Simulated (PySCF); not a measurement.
Simulated C 1s region for `P#CC1CC1`, binding energy against the vacuum level.

Every computed line was given a Gaussian of 0.6 eV full width at half maximum and an area set by the number of equivalent atoms; the highest printed point is 100. Level of theory: delta-SCF UKS SCAN, pcX-2 on the ionised atom, pcseg-1 elsewhere, spin-free X2C in PySCF.

(binding energy (eV), intensity): (289.6, 0), (289.7, 0), (289.8, 1), (289.9, 3), (290.0, 7), (290.1, 14), (290.2, 24), (290.3, 38), (290.4, 52), (290.5, 67), (290.6, 81), (290.7, 93), (290.8, 100), (290.9, 100), (291.0, 93), (291.1, 82), (291.2, 70), (291.3, 61), (291.4, 53), (291.5, 45), (291.6, 34), (291.7, 23), (291.8, 14), (291.9, 7), (292.0, 3), (292.1, 1), (292.2, 0), (292.3, 0)

Q: Count the maxima, the lines and the sites behind this envelope.

A: The curve has 1 maximum (at 290.8 eV). Under it lie 3 lines from 3 inequivalent carbon sites. At this width some lines have no maximum of their own.

Q: Decompose the envelope and assign each component. Numbering: `[P:1]#[C:2][CH:3]1[CH2:4][CH2:5]1`.

A: 
```
position (eV)  relative area  line  atoms                 environment
       290.49              1  C 1s     C2        triply bonded carbon
       290.89              2  C 1s  C4/C5  three-membered-ring carbon
       291.42              1  C 1s     C3  three-membered-ring carbon
```

Q: What are the centre and the root-mean-square width of the whole band?

A: The area-weighted mean of the lines is 290.92 eV. Their own spread about it is 0.33 eV (rms) and each Gaussian has σ = 0.6/2.355 = 0.25 eV; the variances add, which gives 0.42 eV.

Lowest listed C 1s: C2, bonded to C and P (triple bond). Highest, 0.93 eV above it: C3, bonded to 3 C and H. The widest gap between neighbouring values is 0.53 eV, between 290.89 and 291.42 eV. Summing the Pauling electronegativity differences to the bonded atoms, each weighted by its formal bond order, gives -1.08 for the lowest site and -0.35 for the highest; no listed site has a larger sum than the highest.

Shake-up satellites, vibrational structure and lifetime widths aren't simulated. Atoms equivalent by their bonding share one computed value, that of the first of them. Spin contamination (⟨S²⟩ against 0.75 for a pure doublet) is marked for C 1s of C2 (0.97), which makes this value less certain. Geometry: GFN2-xTB; no solvent, vibrations or thermal averaging.

Hardware: an Intel Xeon Platinum 8259CL at 2.50 GHz with one thread, on a shared host. Cost: 45 s, 0.45 GiB resident at most.
